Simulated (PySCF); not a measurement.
Gas-phase reaction: 2 CH3Cl + C3H6 (cyclic) = CH2Cl2 + C4H10 (isobutane), at 500 K and a standard pressure of 1 bar. Level: PBE0/def2-TZVP.

Method: PySCF energies plus ideal-gas RRHO corrections (1 bar). All species are closed-shell singlets. The harmonic model lacks anharmonicity and excited electronic states, which grow with temperature; levels with a mode under 35 cm⁻¹ are left out. Internal rotation in C4H10 (isobutane) is treated as a harmonic vibration of one conformer, which makes the entropy rough.

| species | E (Ha) | H(500 K) − E (kJ/mol) | S°(500 K) (J/mol/K) |
|---|---|---|---|
| CH3Cl | -499.93505 | 119.3 | 258.4 |
| C3H6 (cyclic) | -117.79051 | 240.3 | 274.1 |
| CH2Cl2 | -959.39598 | 101.1 | 300.0 |
| C4H10 (isobutane) | -158.30814 | 386.8 | 353.4 |
E: electronic energy; H − E holds the zero-point and thermal terms. 1 Ha = 2625.5 kJ/mol.

Task: Work out ΔH°, ΔS°, ΔG° and log10 K from these numbers.

Result: 1. ΔE = 1×(-959.39598) + 1×(-158.30814) − 2×(-499.93505) − 1×(-117.79051) = -0.04351 Ha = -114.2 kJ.
2. Δ(H − E) = 1×(101.1) + 1×(386.8) − 2×(119.3) − 1×(240.3) = 9.0 kJ, so ΔH° = -105.2 kJ.
3. ΔS° = 1×(300.0) + 1×(353.4) − 2×(258.4) − 1×(274.1) = -137.5 J/K; the number of gas molecules changes by -1.
4. ΔG° = ΔH° − TΔS° = -105.2 − 500×(-137.5)/1000 = -36.5 kJ.
5. log10 K = −ΔG°/(RT ln 10) = 3.81, with RT ln 10 = 9.57 kJ/mol; at standard pressures the products are favoured.
6. A shift of 10 kJ in ΔE would move log10 K by 1.04 here.
7. With ΔH° and ΔS° held fixed, ΔG° changes sign near ΔH°/ΔS° = 770 K.
8. Lowering the total pressure from 1 bar to 0.01 bar multiplies the mole-fraction quotient K_x = K (p/p°)^(−Δn) by 10^-2, which pushes the balance towards the reactants.
For scale, ΔH°(298 K) is -107 kJ at this level, -115 kJ at ωB97M-V/def2-TZVP†, and runs from -141 to -90 kJ over the 18 levels computed († marks an energy on the PBE0/def2-TZVP geometry); the NASA 1993 table gives -120 kJ (entries not checked at source).
